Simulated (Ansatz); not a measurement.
# C2H5Si+: structure from calculated spectroscopic constants

These gas-phase data were calculated for one isomer of C2H5Si+ at B3LYP-D3(BJ)/6-311G** (harmonic, unscaled wavenumbers; equilibrium rotational constants with average atomic masses):

| Property | Result |
| --- | --- |
| rotational constants | 19.9, 10.51, 7.555 GHz |
| all wavenumbers above 1500 cm⁻¹ | 3170, 3155, 3093, 3087, 2279 |

Candidates:

(1) `C1C[SiH+]1`, a singlet
(2) `C=[Si+]C`, a singlet
(3) `C=C[SiH2+]`, a singlet

Question: Which structure fits?

Answer: Candidate (1). The band at 2279 cm⁻¹ lies where the Si–H stretch is expected; (2) has no mode between 2000 and 2380 cm⁻¹. 1 mode lies between 2000 and 2380 cm⁻¹, one for each Si–H bond, while (3) has 2.

The same quantities for all candidates:

|  | rotational constants (GHz) | wavenumbers above 1500 cm⁻¹ | E above the lowest, B3LYP-D3(BJ)/6-311G** (kcal/mol) |
| --- | --- | --- | --- |
| (1) | 19.9, 10.51, 7.555 | 3170, 3155, 3093, 3087, 2279 | 26.1 |
| (2) | 50.15, 5.413, 5.217 | 3169, 3151, 3086, 3084, 3011 | 20.9 |
| (3) | 39.91, 5.877, 5.122 | 3222, 3163, 3130, 2350, 2300, 1596 | 0.0 |

Harmonic stretches to hydrogen usually lie a few per cent above observed fundamentals. Each candidate is one conformer. Programs: Ansatz 0.2.0.
